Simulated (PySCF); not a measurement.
**How far are cheaper levels from CCSD(T)/CBS for NaLi?**

PySCF; the state is a singlet (closed shell). The composite is CCSD(T) extrapolated to the basis-set limit from two correlation-consistent sets, with core-valence (CV) and scalar-relativistic (SR) terms as its label shows; it has no spin–orbit coupling and nothing beyond (T). Here it is CCSD(T)/CBS(DT)+CV+SR. It gives Re = 2.890 Å, ωe = 257 cm⁻¹ and De = 0.88 eV to Na + Li.

```csv
level,basis,relativity,Re (Å),ωe (cm⁻¹),De (eV)
RHF-MP2,"6-31G(d,p)",no relativity,2.967,255,0.54
RHF-MP2,pcseg-2,no relativity,2.912,261,0.56
RHF-SCS-MP2,jorge-DZP-DKH,spin-free X2C,2.952,249,0.68
PBEsol,pcseg-2,no relativity,2.922,247,0.82
PW91,jorge-DZP-DKH,spin-free X2C,2.915,247,0.84
TPSS,aug-pcseg-1,no relativity,2.979,239,0.90
TPSS,pcseg-2,no relativity,2.962,244,0.90
r²SCAN,aug-pcseg-1,no relativity,2.969,244,0.67
r²SCAN,jorge-DZP-DKH,spin-free X2C,2.949,247,0.69
PBE0,def2-TZVP,no relativity,2.927,252,0.74
```

Problem. Give the difference of each row from the composite.

Solution. 

```json
{"level": "RHF-MP2", "basis": "6-31G(d,p)", "ΔRe (pm)": "+7.7", "Δωe (%)": "-0.8", "ΔDe (eV)": "-0.34"}
{"level": "RHF-MP2", "basis": "pcseg-2", "ΔRe (pm)": "+2.2", "Δωe (%)": "+1.6", "ΔDe (eV)": "-0.32"}
{"level": "RHF-SCS-MP2", "basis": "jorge-DZP-DKH", "ΔRe (pm)": "+6.2", "Δωe (%)": "-3.1", "ΔDe (eV)": "-0.20"}
{"level": "PBEsol", "basis": "pcseg-2", "ΔRe (pm)": "+3.2", "Δωe (%)": "-3.9", "ΔDe (eV)": "-0.06"}
{"level": "PW91", "basis": "jorge-DZP-DKH", "ΔRe (pm)": "+2.5", "Δωe (%)": "-3.9", "ΔDe (eV)": "-0.04"}
{"level": "TPSS", "basis": "aug-pcseg-1", "ΔRe (pm)": "+8.9", "Δωe (%)": "-7.0", "ΔDe (eV)": "+0.02"}
{"level": "TPSS", "basis": "pcseg-2", "ΔRe (pm)": "+7.2", "Δωe (%)": "-5.1", "ΔDe (eV)": "+0.02"}
{"level": "r²SCAN", "basis": "aug-pcseg-1", "ΔRe (pm)": "+7.9", "Δωe (%)": "-5.1", "ΔDe (eV)": "-0.21"}
{"level": "r²SCAN", "basis": "jorge-DZP-DKH", "ΔRe (pm)": "+5.9", "Δωe (%)": "-3.9", "ΔDe (eV)": "-0.19"}
{"level": "PBE0", "basis": "def2-TZVP", "ΔRe (pm)": "+3.7", "Δωe (%)": "-1.9", "ΔDe (eV)": "-0.14"}
```

Problem. Which rows come closest in De?

Solution. TPSS in aug-pcseg-1 (+0.02 eV); TPSS in pcseg-2 (+0.02 eV), counted from the composite.

Correlated steps freeze the inner cores (1 to 2 orbitals); shallow outer-core shells are correlated. Closed-shell solutions of metal pairs were not tested for spin polarisation, which can lower them a little. Correlated levels converge slowly with the basis: in double zeta they bind strong bonds too weakly, by up to about 1 eV, and carry superposition errors of some tenths. Where the molecule has an RHF reference, its open-shell atoms are computed with UHF.
